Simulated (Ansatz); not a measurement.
Rh, fcc: geometry optimisation

These are results of DFT, m-r2SCAN, plane waves (500 eV) with PAW, scalar-relativistic (Ansatz 0.2.0), not measurements. (PAW data from PBE, frozen cores regenerated.)

k-point mesh 14×14×14, Fermi-Dirac smearing 0.05 eV, starting moments 1.00 μB. Cell and atoms relax.

Starting structure:

```
Rh
1.0
     0.00000    1.90155    1.90155
     1.90155    0.00000    1.90155
     1.90155    1.90155    0.00000
Rh
1
Direct
  0.00000 0.00000 0.00000
```

Task: The pressure at the start is -0.6 GPa. By how much does the volume change?

Result: From 13.75 to 13.72 Å³ per atom, -0.2 %. The final cell has a = 3.800 Å.

Task: How much energy does the relaxation gain?

Result: 0.1 meV per atom.

Task: Which magnetic state does it end in?

Result: non-magnetic.

m-r²SCAN is r²SCAN on the gauge-invariant kinetic-energy density; without spin polarisation the two are equal.
